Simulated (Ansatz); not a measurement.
Relaxed structures of CH6NSi (charge +1), closed shell (PBE0-D4/def2-TZVP; forces vanish, vibrations not checked; lower isomers may exist, and structures with a doubtful reference or unclear bonds are left out; Å). Program: Ansatz 0.2.0. Basis: def2-TZVPP. Cores are frozen in the correlated methods.

Rank them by CCSD(T) energy, lowest first, and give each one's height above the lowest. Links in brackets join atoms within 1.22 times the sum of their covalent radii (1.1 for two metals). (To be estimated.)
A.
CH₆NSi ([CH3][SiH][NH2]), total charge +1
```
9
angstrom
C 0.5159 -1.0195 0.8204
Si -0.0926 0.5889 0.2409
N -0.6004 0.8218 -1.3033
H -0.6084 0.1048 -2.0171
H -0.9427 1.7115 -1.6439
H -0.1783 1.7864 1.0880
H 0.4974 -1.7762 0.0347
H -0.0975 -1.3548 1.6644
H 1.5402 -0.9050 1.1927
```
B.
CH₆NSi ([CH2][NH][SiH3]), total charge +1
```
9
angstrom
C -0.5304 0.7438 -1.1338
Si 0.5065 -1.0344 0.7735
N -0.1346 0.5537 0.0599
H -0.5090 -0.0786 -1.8445
H -0.8902 1.7185 -1.4541
H -0.1801 1.3656 0.6757
H 0.4214 -1.9415 -0.3848
H -0.4332 -1.3178 1.8721
H 1.8703 -0.6858 1.2078
```
C.
CH₆NSi ([CH2][SiH][NH3]), total charge +1
```
9
angstrom
C -0.6063 0.7740 -1.3707
Si -0.1346 0.7417 0.2407
N 0.4915 -0.9341 0.8170
H -0.5609 -0.0823 -2.0340
H -0.9849 1.6917 -1.8090
H -0.0537 1.6461 1.3912
H 0.4508 -1.6018 0.0432
H -0.0637 -1.3268 1.5813
H 1.4617 -0.9086 1.1403
```

By the calculation: A (0.000 eV), B (0.823 eV), C (1.509 eV). Heights count from the lowest.

T1 diagnostic: at most 0.015. The restricted Hartree–Fock reference is unstable towards an unrestricted one at one or more of these structures.

For scale, one of the runs: CCSD(T)/def2-TZVPP, 188 basis functions, launched by `ansatz run in.yaml --threads 2 --pin off --events-out ev --progress --plain --max-ram 4352MiB`. Time: 36 s of wall clock on 2 CPU threads of an Arm Neoverse V2; the host was shared. Peak host memory: 1.9 GiB.
